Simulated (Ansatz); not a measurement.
**CHN (quintet): the correlation ladder, cc-pVTZ**

An exercise on one series of results from a longer session: the logs are not shown, and one member is left open.

Computed with Ansatz 0.2.0, Gaussian basis. Level: cc-pVTZ, core rule «outside noble gas», up to 2 orbitals frozen.

To be run: UHF; CCSD(T) on ROHF; CCSD(T) on UHF; BCCD(T) on ROHF; CCSDT(Q) on ROHF; CCSDT(Q) on UHF; CASSCF and MRCISD+Q, 10 electrons in 9 orbitals; CASSCF and NEVPT2, 10 electrons in 9 orbitals.

6 further runs of the same task are left out: 6 set aside as unsound or not needed. Runs told in other sessions of the task aren't counted.

**The system**

The geometry is a PBE0/def2-TZVP stationary point (not a proven minimum) of the parent state, kept for this charge and spin.

3 atoms, charge 0, spin multiplicity 5.

Atoms are counted from 1 here; the program's logs count them from 0.

Bond lengths: N1–C2 1.276 Å, C2–H3 1.109 Å. Angles: N1–C2–H3 121.1°.

The first run:

Contents of in.yaml:

```yaml
crystal:
  periodic: [false, false, false]
  atoms:
    - {symbol: N, position_ang: [0.000000, 0.079164, 0.632274]}
    - {symbol: C, position_ang: [0.000000, -0.149608, -0.623475]}
    - {symbol: H, position_ang: [0.000000, 0.682652, -1.356932]}
basis:
  gaussian: {orbitals: cc-pVTZ}
magnetization: {spin_polarized: true, initial_magnetization: 4}
hamiltonian: {xc: hf}
output: {orbitals: {seedname: orbitals}}
```

On the command line:

```console
ansatz run in.yaml --threads 1 --pin off --events-out ev --progress --plain --max-ram 2816MiB --backend cpu
```

Among the steps run: UHF; CCSD(T) on ROHF; CCSD(T) on UHF; BCCD(T) on ROHF; CCSDT(Q) on ROHF; CCSDT(Q) on UHF; CASSCF and MRCISD+Q, 10 electrons in 9 orbitals; CASSCF and NEVPT2, 10 electrons in 9 orbitals.

One table of the session follows, with a row left open; its other results are not shown here.

| method | from UCCSDT(Q) (meV) |
| --- | --- |
| ROHF | +7266.7 |
| UHF | +7025.2 |
| RMP2 | +1016.9 |
| UMP2 | +1045.8 |
| RCCSD | +232.0 |
| UCCSD | +224.9 |
| RCCSD(T) | +33.1 |
| UCCSD(T) | +30.1 |
| BCCD(T) | +32.5 |
| RCCSDT | +9.4 |
| UCCSDT | +5.6 |
| RCCSDT(Q) | ? |
| UCCSDT(Q) | 0 |
| CASSCF valence | +6076.4 |
| NEVPT2 valence | +1119.4 |
| MRCISD valence | +426.6 |
| MRCISD+Q valence | +79.5 |

Estimate the missing values for RCCSDT(Q).

The run gave: from UCCSDT(Q) (meV): +4.2. In the column «from UCCSDT(Q) (meV)» it lies between UCCSDT(Q) (0) and UCCSDT (+5.6).

To keep in mind: Restricted and unrestricted rows rest on different reference determinants; a gap between their highest levels can come from leftover correlation error, from unlike frozen cores or from another state.
